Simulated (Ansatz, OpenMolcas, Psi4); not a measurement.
CH6Si (methylsilane): the vertical ionisation energy from total energies

The species is CH6Si (8 atoms), meant as a singlet with charge 0. As SMILES, `C[SiH3]`. Geometry: relaxed at PBE0-D4/def2-TZVP.

```xyz
8

C    -0.1815    0.2397   -0.9403
Si    0.1624   -0.2145    0.8415
H    -1.2405    0.1125   -1.1756
H     0.3955   -0.3914   -1.6198
H     0.0866    1.2807   -1.1339
H    -0.6250    0.6462    1.7654
H     1.6056   -0.0400    1.1599
H    -0.2031   -1.6332    1.1028
```

Both states at this one shape; open shells run unrestricted unless said. 1 Eh = 27.2114 eV.

| level | program | singlet CH6Si (Eh) | doublet CH6Si+ (Eh) |
| --- | --- | --- | --- |
| BLYP/def2-TZVP | OpenMolcas | -331.190927 | -330.780602 |
| wB97M-V/def2-TZVP | Psi4 | -331.164850 | -330.721984 |
| CCSD(T)/STO-3G, 6 core orbitals frozen | Ansatz | -326.640531 | -326.281083 |

Problem. Work out the vertical ionisation energy at each level.

Solution. 
1. BLYP/def2-TZVP: -330.780602 − (-331.190927) = 0.410325 Eh = 11.17 eV.
2. wB97M-V/def2-TZVP: -330.721984 − (-331.164850) = 0.442866 Eh = 12.05 eV.
3. CCSD(T)/STO-3G: -326.281083 − (-326.640531) = 0.359448 Eh = 9.78 eV.

No measured value is set beside it here; the levels span 9.78 to 12.05 eV. Minimal sets are far from the basis-set limit.
